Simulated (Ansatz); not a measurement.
Rock-salt HfC, treated with r²SCAN50 (PAW; Ansatz, an electronic-structure program).

Settings: plane-wave cutoff 520 eV, 10×10×10 k mesh, Fermi–Dirac smearing 0.05 eV, scalar-relativistic PAW data made under PBE.

Results at a series of volumes:

| V (Å³/atom) | E − E_lowest (meV/atom) | P (GPa) |
|---|---|---|
| 11.854 | 26.80 | 14.51 |
| 12.282 | 2.36 | 4.07 |
| 12.478 | 0.00 | -0.16 |
| 12.790 | 6.38 | -6.27 |
| 13.102 | 23.98 | -11.69 |

Q: Estimate the bulk modulus and its pressure derivative from these points.

A: V0 = 12.471 Å³/atom, B0 = 260 GPa, B′ = 3.8 (fit to the energies at full precision).

Measured, for comparison: bulk modulus 242 GPa (room temperature, no zero-point or thermal correction, our sources range from 242 to 286; as tabulated in Synthesis of Binary Transition Metal Nitrides, Carbides and Borides from the …); equilibrium volume per atom 12.47 Å³/atom (temperature not stated, no zero-point or thermal correction; as tabulated in Zhang et al. (2018), doi:10.1088/1367-2630/aac7f0). Computed (rounded) less measured: bulk modulus not scored (sources differ), equilibrium volume per atom 0.0 %.

Spin–orbit coupling is not included.

Static lattice: no zero-point or thermal effects.
